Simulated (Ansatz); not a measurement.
**doublet BO: levels of theory in one basis**

```yaml
atoms:
  - { symbol: B, position_ang: [0.0000, 0.0000, 0.0000] }
  - { symbol: O, position_ang: [0.0000, 0.0000, 1.4700] }
```

Basis set: def2-SVP (spherical functions). Correlated methods keep 2 orbitals frozen. Correlation on ROHF uses semicanonical orbitals with singles. Charge 0, multiplicity 2.

Computed with Ansatz (development build ahead of 0.2.0); each method stands on the lowest determinant of its kind that the runs found.

```
  method  E − E(ROHF) (eV)  <S²> of the determinant
    ROHF              0.00                     0.75
     UHF             -0.28                     1.12
ROHF-MP2             -5.46                        –
 UHF-MP2             -5.50                     1.12
```

Is a single determinant a sound starting point here?

Only with care. Unrestricted orbitals gain 0.28 eV and <S²> is 1.12 against 0.75 for a pure state, a contamination that matters most for the unrestricted series.

Caution for UHF, UHF-MP2: the unrestricted determinant is spin contaminated. Caution for ROHF-MP2, UHF-MP2: bonds are stretched, where a single reference can fail; forces differ strongly between restricted and unrestricted references.
